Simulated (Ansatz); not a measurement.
`C1CCCCC1` → `C=CC(C)(C)C`  (isomerisation)

Calculated with Ansatz (gas phase, PBE0-D4/def2-TZVP geometries, no zero-point term in ΔE). CCSD(T)/CBS adds triple-zeta CCSD(T) − MP2 to the extrapolated MP2 energy (def2 sets, frozen cores). DFT in def2-TZVPP.

Problem. Is it downhill or uphill in electronic energy at CCSD(T)/CBS, and by how much? (Estimate.)

Solution. The calculation gave: Uphill: ΔE = +49.4 kJ/mol.

Problem. What do these levels give: PBE-D4, ωB97M-V, PBE, MP2/def2-TZVPP, SCS-MP2/def2-TZVPP, CCSD/def2-TZVPP, CCSD(T)/def2-TZVPP, HF/def2-QZVPP, MP2/def2-QZVPP, SCS-MP2/def2-QZVPP, HF/CBS(def2), MP2/CBS(def2)? (An estimate is asked.)

Solution. Computed: PBE-D4 55.9, ωB97M-V 54.9, PBE 55.4, MP2/def2-TZVPP 53.6, SCS-MP2/def2-TZVPP 50.4, CCSD/def2-TZVPP 53.1, CCSD(T)/def2-TZVPP 49.5, HF/def2-QZVPP 45.2, MP2/def2-QZVPP 53.4, SCS-MP2/def2-QZVPP 50.3, HF/CBS(def2) 45.2, MP2/CBS(def2) 53.4 kJ/mol.

Largest T1 diagnostic among the species: 0.009.

In def2-TZVPP, CCSD(T) changes the Hartree–Fock value by +4.0 kJ/mol (the triples alone add −3.5 kJ/mol) and MP2 by +8.0 kJ/mol. From PBE to PBE0 (25 % exact exchange), in def2-TZVPP and without D4, ΔE moves by +12.1 kJ/mol.
